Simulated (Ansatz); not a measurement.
The same path of C₂H₇NO₂ (12 atoms, charge 0, multiplicity 1) was run twice with different band settings. The coordinate that changes most is the dihedral C1–N2–C3–O4.

All numbers below come from RKS PBE0/def2-SVP in Ansatz 0.2.0.

Relaxed end points:

```xyz
12
Properties=species:S:1:pos:R:3
C -0.461 -0.174 1.401
N 0.186 -0.822 0.277
C 0.418 -0.004 -0.864
O -0.784 0.322 -1.499
O 1.030 1.201 -0.534
H 0.151 0.610 1.884
H -1.389 0.301 1.053
H -0.733 -0.928 2.154
H 1.040 -1.297 0.552
H 1.072 -0.591 -1.548
H -1.271 -0.502 -1.609
H 0.817 1.830 -1.233
```

```xyz
12
Properties=species:S:1:pos:R:3
C -0.022 -0.013 1.590
N -0.129 -0.684 0.314
C 0.219 0.086 -0.838
O 0.099 -0.707 -1.968
O -0.632 1.186 -0.855
H 0.995 0.369 1.821
H -0.712 0.841 1.614
H -0.314 -0.705 2.393
H 0.416 -1.541 0.296
H 1.281 0.430 -0.848
H -0.791 -1.084 -1.921
H -0.334 1.767 -1.563
```

Common settings: movable images 5; climbing image yes; spring 5.0 eV/Å²; start path IDPP; force threshold 0.05 eV/Å; iteration limit 60; end points relaxed.

| run | optimiser |
| --- | --- |
| 1 | quadratic models (default) |
| 2 | lbfgs |

Problem. What does each run give, and how far can it be trusted?

Solution. Run 1: converged after 13 iterations, highest image 0.097 eV above the first end. A structure lower than the first end lies on the path between it and the top, so the climb from that side starts below the end, which may itself be a saddle point or a shallow side well. A vibrational analysis at the climbing image gives one clearly imaginary mode, 93i cm⁻¹: a first-order saddle point.
Run 2: converged after 41 iterations, highest image 0.099 eV above the first end. Another band between the same ends (5 images) ends at a top of the same energy, where a vibrational analysis finds 1 clearly imaginary mode.
